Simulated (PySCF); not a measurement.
PySCF input file for B(F)3 cation (BF₃), SMILES FB(F)F (connectivity only; charge and spin as stated), charge +1, multiplicity 2, PBE0/pcH-1. Geometry: ωB97X-D3(BJ)/def2-TZVP. The multiplicity is an assumed one; other spin states were not compared. The isomer is the one that the SMILES or the coordinates give; other isomers of the formula were not compared.

```python
import numpy as np
from pyscf import gto, scf, dft
from pyscf.prop.hfc import uks as hfc
from pyscf.prop.gtensor import uks as gtensor

mol = gto.M(
    atom='''
    B     0.00000000   -0.00000000   -0.17977370
    F     0.00000000   -0.00000001   -1.43227343
    F     0.00000000   -0.98564134    0.76607386
    F     0.00000000    0.98564135    0.76607385
    ''',
    basis='pcH-1',
    charge=1,
    spin=1,
    max_memory=1600,
    verbose=3,
)
mf = dft.UKS(mol, xc='pbe0')
mf.grids.level = 3
mf.conv_tol = 1e-10
mf.max_cycle = 100
mf.kernel()
fine, coarse = mf.grids, dft.Grids(mol).set(level=1).build(with_non0tab=True)
for _ in range(3):  # follow internal instabilities
    mf.grids = coarse
    mo, _, stable, _ = mf.stability(return_status=True, nroots=4)
    mf.grids = fine
    if stable:
        break
    mf.kernel(mf.make_rdm1(mo, mf.mo_occ))
A = hfc.HFC(mf).make_fcdip(mf.make_rdm1())  # Fermi contact and dipolar terms, MHz
print('atom   A(iso)/MHz   principal dipolar parts/MHz')
for i, a in enumerate(A):
    w = np.linalg.eigvalsh((a + a.T) / 2)
    print(f'{mol.atom_symbol(i):2s}{i + 1:3d} {w.mean():12.2f}', (w - w.mean()).round(2))
gt = gtensor.GTensor(mf)
gt.dia_soc2e, gt.para_soc2e, gt.so_eff_charge = None, None, True
gt.max_cycle_cphf = 60
g = gt.kernel()
```

It prints:

```

WARN: HOMO -0.471957381071221 >= LUMO -0.471957381071203

converged SCF energy = -323.69736570007  <S^2> = 0.75535053  2S+1 = 2.0053434
<class 'pyscf.dft.uks.UKS'> wavefunction is stable in the internal stability analysis
atom   A(iso)/MHz   principal dipolar parts/MHz
B   1       -39.09 [-8.86  4.38  4.48]
F   2        -9.48 [-25.74 -14.5   40.24]
F   3       187.37 [-964.9  -957.29 1922.19]
F   4       187.37 [-964.92 -957.31 1922.23]
SOC(1e)/OZ [0.0126338  0.01295292 0.01843089]
free electron g 2.00231930436182
g-tensor total [2.0146512  2.01492683 2.02049589]
g-shift (ppt) [12.33189606 12.60752691 18.17658387]
```

The calculation finished and met its thresholds.
